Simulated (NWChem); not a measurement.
Program: NWChem. System: S, charge 0, spin multiplicity 3. Its SCF solution wasn't tested for a lower state. Level: UMP2/def2-TZVP, 5 core orbitals frozen.

Job file:

```
start mol
memory heap 200 mb stack 900 mb global 1100 mb
geometry units angstroms nocenter noautoz
  S      0.000000     0.000000     0.000000
  symmetry group D2h
end
basis spherical
  * library def2-tzvp
end
scf
  uhf
  nopen 2
  maxiter 100
  thresh 1e-7
  semidirect memsize 60000000 filesize 0
  # guess.movecs holds the orbitals of an unrestricted PBE0 run
  vectors input guess.movecs output mol.movecs
end
mp2
  freeze core 5
end
task mp2 energy
```

Part of the output:

```
             Northwest Computational Chemistry Package (NWChem) 7.3.0
             --------------------------------------------------------

                                NWChem Input Module
                                -------------------

 Scaling coordinates for geometry "geometry" by  1.889725989
 (inverse scale =  0.529177249)

                             Geometry "geometry" -> ""
                             -------------------------

 Output coordinates in angstroms (scale by  1.889725989 to convert to a.u.)

  No.       Tag          Charge          X              Y              Z
 ---- ---------------- ---------- -------------- -------------- --------------
    1 S                   16.0000     0.00000000     0.00000000     0.00000000

 Effective nuclear repulsion energy (a.u.)       0.0000000000

            Nuclear Dipole moment (a.u.)
            ----------------------------
        X                 Y               Z
 ---------------- ---------------- ----------------
     0.0000000000     0.0000000000     0.0000000000

      Symmetry information
      --------------------

 Group name             D2h
 Group number             26
 Group order               8
 No. of unique centers     1

      Symmetry unique atoms

     1


 Summary of "ao basis" -> "" (spherical)
 ------------------------------------------------------------------------------
       Tag                 Description            Shells   Functions and Types
 ---------------- ------------------------------  ------  ---------------------
 *                         def2-tzvp                  on all atoms

 Summary of "ao basis" -> "ao basis" (spherical)
 ------------------------------------------------------------------------------
       Tag                 Description            Shells   Functions and Types
 ---------------- ------------------------------  ------  ---------------------
 S                         def2-tzvp                13       37   5s5p2d1f

                                 NWChem SCF Module
                                 -----------------

  ao basis        = "ao basis"
  functions       =    37
  atoms           =     1
  alpha electrons =     9
  beta  electrons =     7
  charge          =   0.00
  wavefunction    = UHF
  use symmetry    = T
  symmetry adapt  = T

 Summary of "ao basis" -> "ao basis" (spherical)
 ------------------------------------------------------------------------------
       Tag                 Description            Shells   Functions and Types
 ---------------- ------------------------------  ------  ---------------------
 S                         def2-tzvp                13       37   5s5p2d1f

      Symmetry analysis of basis
      --------------------------

        ag          9
        au          1
        b1g         2
        b1u         7
        b2g         2
        b2u         7
        b3g         2
        b3u         7

 Forming initial guess at       0.0s

   Symmetry analysis of molecular orbitals - initial alpha
   -------------------------------------------------------

  Numbering of irreducible representations:

     1 ag          2 au          3 b1g         4 b1u         5 b2g
     6 b2u         7 b3g         8 b3u

  Orbital symmetries:

     1 ag          2 ag          3 b2u         4 b1u         5 b3u
     6 ag          7 b2u         8 b1u         9 b3u        10 b2u
    11 b1u        12 ag         13 b3g        14 b3u        15 b1g
    16 b2g        17 ag         18 ag         19 ag

   Symmetry analysis of molecular orbitals - initial beta
   ------------------------------------------------------

  Numbering of irreducible representations:

     1 ag          2 au          3 b1g         4 b1u         5 b2g
     6 b2u         7 b3g         8 b3u

  Orbital symmetries:

     1 ag          2 ag          3 b2u         4 b1u         5 b3u
     6 ag          7 b3u         8 b2u         9 b1u        10 b3u
    11 b2u        12 b1u        13 b1g        14 b2g        15 ag
    16 ag         17 b3g        18 ag         19 b1g

 Starting SCF solution at       0.0s

 ----------------------------------------------
         Quadratically convergent UHF

 Convergence threshold     :          1.000E-07
 Maximum no. of iterations :          100
 Integral*density screening:          1.000E-09
 ----------------------------------------------

              iter       energy          gnorm     gmax       time
             ----- ------------------- --------- --------- --------
                 1     -397.4970059128  5.22D-01  2.45D-01      0.1
                 2     -397.5017857880  3.79D-02  1.91D-02      0.1
                 3     -397.5019548645  9.70D-04  3.41D-04      0.1
                 4     -397.5019550526  7.55D-07  2.73D-07      0.1
                 5     -397.5019550526  3.76D-09  2.01D-09      0.1

       Final UHF  results
       ------------------

         Total SCF energy =   -397.501955052573
      One electron energy =   -549.391923361362
      Two electron energy =    151.889968308789
 Nuclear repulsion energy =      0.000000000000

                       Sz =      1.0000
                 Sz(Sz+1) =      2.0000
                      S^2 =      2.0120

        Time for solution =      0.1s

       Symmetry analysis of molecular orbitals - alpha
       -----------------------------------------------

  Numbering of irreducible representations:

     1 ag          2 au          3 b1g         4 b1u         5 b2g
     6 b2u         7 b3g         8 b3u

  Orbital symmetries:

     1 ag          2 ag          3 b2u         4 b1u         5 b3u
     6 ag          7 b1u         8 b2u         9 b3u        10 b1u
[...]
              MO Center= -5.3D-20, -4.4D-18, -1.8D-16, r^2= 4.1D+00
   Bfn.  Coefficient  Atom+Function         Bfn.  Coefficient  Atom+Function
  ----- ------------  ---------------      ----- ------------  ---------------
    20      1.408681  1 S  pz                17     -1.175479  1 S  pz

 Vector   11  Occ=0.000000D+00  E= 3.793870D-01  Symmetry=b2u
              MO Center=  1.1D-33, -3.6D-20, -3.1D-32, r^2= 4.1D+00
   Bfn.  Coefficient  Atom+Function         Bfn.  Coefficient  Atom+Function
  ----- ------------  ---------------      ----- ------------  ---------------
    19      1.408681  1 S  py                16     -1.175479  1 S  py

 Vector   12  Occ=0.000000D+00  E= 4.109139D-01  Symmetry=b3u
              MO Center= -1.5D-16, -1.7D-18, -6.8D-18, r^2= 4.0D+00
   Bfn.  Coefficient  Atom+Function         Bfn.  Coefficient  Atom+Function
  ----- ------------  ---------------      ----- ------------  ---------------
    18      1.401996  1 S  px                15     -1.207979  1 S  px

                     UHF Final Beta Molecular Orbital Analysis
                     -----------------------------------------

 Vector    5  Occ=1.000000D+00  E=-6.657528D+00  Symmetry=b1u
              MO Center= -3.0D-22, -2.1D-20, -1.1D-19, r^2= 6.8D-02
   Bfn.  Coefficient  Atom+Function         Bfn.  Coefficient  Atom+Function
  ----- ------------  ---------------      ----- ------------  ---------------
     8      0.711121  1 S  pz                11      0.352557  1 S  pz

 Vector    6  Occ=1.000000D+00  E=-7.732134D-01  Symmetry=ag
              MO Center= -2.5D-21, -7.7D-33, -5.2D-20, r^2= 9.7D-01
   Bfn.  Coefficient  Atom+Function         Bfn.  Coefficient  Atom+Function
  ----- ------------  ---------------      ----- ------------  ---------------
     4      0.690046  1 S  s                  5      0.498446  1 S  s
     3     -0.478207  1 S  s

 Vector    7  Occ=1.000000D+00  E=-3.782918D-01  Symmetry=b3u
              MO Center= -5.9D-21, -1.6D-34,  6.2D-32, r^2= 1.5D+00
   Bfn.  Coefficient  Atom+Function         Bfn.  Coefficient  Atom+Function
  ----- ------------  ---------------      ----- ------------  ---------------
    15      0.527100  1 S  px                18      0.397288  1 S  px
    12      0.247034  1 S  px                 6     -0.190255  1 S  px

 Vector    8  Occ=0.000000D+00  E= 1.301526D-02  Symmetry=b2u
              MO Center=  3.7D-37,  2.5D-22, -1.8D-35, r^2= 2.1D+00
   Bfn.  Coefficient  Atom+Function         Bfn.  Coefficient  Atom+Function
  ----- ------------  ---------------      ----- ------------  ---------------
    19      0.639621  1 S  py                16      0.321947  1 S  py
    13      0.210235  1 S  py                 7     -0.154292  1 S  py

 Vector    9  Occ=0.000000D+00  E= 1.301526D-02  Symmetry=b1u
              MO Center= -3.0D-20, -1.5D-18, -1.1D-18, r^2= 2.1D+00
   Bfn.  Coefficient  Atom+Function         Bfn.  Coefficient  Atom+Function
  ----- ------------  ---------------      ----- ------------  ---------------
    20      0.639621  1 S  pz                17      0.321947  1 S  pz
    14      0.210235  1 S  pz                 8     -0.154292  1 S  pz

 Vector   10  Occ=0.000000D+00  E= 4.218492D-01  Symmetry=b3u
              MO Center=  6.6D-19, -1.1D-20,  2.5D-18, r^2= 4.0D+00
   Bfn.  Coefficient  Atom+Function         Bfn.  Coefficient  Atom+Function
  ----- ------------  ---------------      ----- ------------  ---------------
    18      1.396598  1 S  px                15     -1.227448  1 S  px

 center of mass
 --------------
 x =   0.00000000 y =   0.00000000 z =   0.00000000

 moments of inertia (a.u.)
 ------------------
           0.000000000000           0.000000000000           0.000000000000
           0.000000000000           0.000000000000           0.000000000000
           0.000000000000           0.000000000000           0.000000000000

  Mulliken analysis of the total density
  --------------------------------------

    Atom       Charge   Shell Charges
 -----------   ------   -------------------------------------------------------
    1 S   16    16.00   2.01  0.49  1.48  1.14  0.88  4.17  1.70  0.83  2.14  1.16  0.00  0.00  0.00

  Mulliken analysis of the alpha density
  --------------------------------------

    Atom       Charge   Shell Charges
 -----------   ------   -------------------------------------------------------
    1 S   16     9.00   1.00  0.25  0.74  0.58  0.43  2.12  0.83  0.59  1.65  0.82  0.00  0.00  0.00

   Mulliken analysis of the beta density
   -------------------------------------

    Atom       Charge   Shell Charges
 -----------   ------   -------------------------------------------------------
    1 S   16     7.00   1.00  0.24  0.74  0.56  0.45  2.05  0.87  0.25  0.49  0.33  0.00  0.00  0.00

   Mulliken analysis of the spin density
   -------------------------------------

    Atom       Charge   Shell Charges
 -----------   ------   -------------------------------------------------------
    1 S   16     2.00   0.00  0.00 -0.00  0.02 -0.02  0.06 -0.05  0.34  1.15  0.49 -0.00 -0.00  0.00

       Multipole analysis of the density wrt the origin
       ------------------------------------------------

     L   x y z        total         alpha         beta         nuclear
     -   - - -        -----         -----         ----         -------
     0   0 0 0     -0.000000     -9.000000     -7.000000     16.000000

     1   1 0 0      0.000000      0.000000     -0.000000      0.000000
     1   0 1 0      0.000000      0.000000      0.000000      0.000000
     1   0 0 1     -0.000000     -0.000000     -0.000000      0.000000

     2   2 0 0    -11.141019     -6.293998     -4.847021      0.000000
     2   1 1 0      0.000000      0.000000     -0.000000      0.000000
     2   1 0 1      0.000000      0.000000      0.000000      0.000000
     2   0 2 0     -8.946693     -6.461459     -2.485234      0.000000
     2   0 1 1      0.000000      0.000000      0.000000      0.000000
     2   0 0 2     -8.946693     -6.461459     -2.485234      0.000000

                   NWChem MP2 Semi-direct Energy/Gradient Module
                   ---------------------------------------------

  Basis functions       =     37
  Molecular orbitals    =     37
  Frozen core           =      5
  Frozen virtuals       =      0
  Active alpha occupied =      4
  Active beta occupied  =      2
  Active alpha virtual  =     28
  Active beta virtual   =     30
  Use MO symmetry       = T
  Use skeleton AO sym   = T

  AO/Fock/Back tols     =   1.0D-09  1.0D-09  1.0D-09

 GA uses MA = F    GA memory limited = T

 Available:
  local mem=  1.26D+08
 global mem=  1.44D+08
 local disk=  0.00D+00
  mp2_memr nvloc                    28
  nvloc new                    28
   1 passes of   4:        3145728                       8390                    270099.
   1 passes of   4: M    126153457           G      144176462           F     123007729.

 Semi-direct pass number   1 of   1  for UHF alpha       at        0.2s
  vrange nnbf                   703
  mp2_eaftype                    10  avail_ma_in_mb                  1099
 EAF : mp2_eaftype filesize          10     135050.
  mp2_eaf for mointskh                     10
Node 0 wrote      0.6 Mb in      0.0 s     Agg I/O rate:  2989.3 Mb/s
 Done moints_semi at        0.3s
  mp2_eaftype                    10  avail_ma_in_mb                  1089
 EAF : mp2_eaftype filesize          10     135050.
  mp2_eaf for kh                    10
 Done maket at        0.3s
 Done multipass loop at        0.3s

 GA uses MA = F    GA memory limited = T

 Available:
  local mem=  1.26D+08
 global mem=  1.44D+08
 local disk=  0.00D+00
  mp2_memr nvloc                    30
  nvloc new                    30
   1 passes of   2:        3145728                       5791                    145809.
   1 passes of   2: M    126153457           G      144176462           F     123007729.

 Semi-direct pass number   1 of   1  for UHF beta        at        0.3s
  vrange nnbf                   703
  mp2_eaftype                    10  avail_ma_in_mb                  1099
 EAF : mp2_eaftype filesize          10      72904.
  mp2_eaf for mointskh                     10
Node 0 wrote      0.3 Mb in      0.0 s     Agg I/O rate:  2875.0 Mb/s
 Done moints_semi at        0.5s
  mp2_eaftype                    10  avail_ma_in_mb                  1089
 EAF : mp2_eaftype filesize          10      72904.
  mp2_eaf for kh                    10
 Done maket at        0.5s
 Done multipass loop at        0.5s

          -------------------------------------------
          SCF energy                -397.501955052573
          Correlation energy          -0.114166504622
          Singlet pairs                0.000000000000
          Triplet pairs                0.000000000000
          Total MP2 energy          -397.616121557195
          -------------------------------------------

          ---------------------------------------------------
                    Spin Component Scaled (SCS) MP2
          Same spin pairs                     -0.026660557910
          Same spin scaling factor             0.333333333333
          Opposite spin pairs                 -0.087505946713
          Opposite spin scaling fact.          1.200000000000
          SCS-MP2 correlation energy          -0.113893988692
          Total SCS-MP2 energy              -397.615849041265
          ---------------------------------------------------

 -----------------------
 Performance information
 -----------------------

 Timer overhead =  1.53D-07 seconds/call

               Nr. of calls         CPU time (s)                 Wall time (s)                GFlops
             ---------------    -------------------     ------------------------------   -------------------
Name         Min   Avg   Max    Min     Avg     Max     Min     Avg     Max   Mx/calls   Min     Max     Sum
mp2: moin     2     2     2   0.29    0.29    0.29     0.29    0.29    0.29    0.15      0.0     0.0     0.0
mp2: make     2     2     2   3.60E-3 3.60E-3 3.60E-3  3.60E-3 3.60E-3 3.60E-3 1.80E-3   0.0     0.0     0.0
mp2: tota     1     1     1   0.33    0.33    0.33     0.33    0.33    0.33    0.33      0.0     0.0     0.0

 The average no. of pstat calls per process was 5.00D+00
 with a timing overhead of 7.64D-07s

 Task  times  cpu:        0.5s     wall:        0.5s

 Total times  cpu:        0.5s     wall:        0.5s
```
